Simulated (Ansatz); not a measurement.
Input file:

```yaml
crystal:
  periodic: [false, false, false]
  atoms:
    - {symbol: As, position_ang: [0.000054, -0.000013, -0.016190]}
    - {symbol: H, position_ang: [1.436166, 0.013750, 0.405932]}
    - {symbol: H, position_ang: [-0.731713, 1.238539, 0.397694]}
    - {symbol: H, position_ang: [-0.708471, -1.251307, 0.399802]}
basis:
  gaussian: {orbitals: cc-pVDZ}
total_charge: 1
magnetization: {spin_polarized: false, initial_magnetization: 3}
correlation: {method: ccsdtq, electrons: outside_noble_gas}
```

```sh
$ ansatz run in.yaml --threads 2 --pin off --events-out ev --progress --plain --max-ram 24576MiB --backend cuda --devices 0, --max-vram 18GiB
```

Log:

```
815 factors; integrals over basis functions are off by at most 1.7e-7 eV
mean field evaluation 1: about -60822.7770 eV, gradient 9.2e0 eV
mean field evaluation 2: about -60822.8073 eV, gradient 9.2e0 eV
mean field evaluation 4: about -60824.0384 eV, gradient 2.2e0 eV
mean field evaluation 8: about -60824.3551 eV, gradient 3.0e-1 eV
mean field evaluation 16: about -60822.7766 eV, gradient 9.2e0 eV
mean field evaluation 32: about -60824.0572 eV, gradient 2.4e-3 eV
mean field evaluation 64: about -60824.3603 eV, gradient 2.5e-3 eV
mean field evaluation 96: about -60824.0264 eV, gradient 7.5e-1 eV
mean field evaluation 128: about -60820.8624 eV, gradient 1.7e1 eV
mean field evaluation 160: about -60823.0841 eV, gradient 1.4e-3 eV
...
cycle  14  -3.57752910 eV  change    2.1e-5 eV  update   8.7e-5
cycle  15  -3.57749636 eV  change    3.3e-5 eV  update   5.1e-5
cycle  16  -3.57747519 eV  change    2.1e-5 eV  update   2.3e-5
cycle  17  -3.57746266 eV  change    1.3e-5 eV  update   1.4e-5
cycle  18  -3.57745734 eV  change    5.3e-6 eV  update   8.3e-6
cycle  19  -3.57746063 eV  change   -3.3e-6 eV  update   4.9e-6
cycle  20  -3.57746149 eV  change   -8.6e-7 eV  update   2.2e-6
cycle  21  -3.57745894 eV  change    2.6e-6 eV  update   1.2e-6
cycle  22  -3.57745692 eV  change    2.0e-6 eV  update   5.5e-7
cycle  23  -3.57745644 eV  change    4.7e-7 eV  update   1.7e-7
Total energy: -60827.63468107 eV, -2235.3743440777 hartree
```

For the same geometry and basis full CI lies 1.7 meV higher.

Ran on 2 threads of AMD EPYC 7R13 with a shared H100 80 GB, shared host: 14 s wall, 0.88 GiB peak host memory.
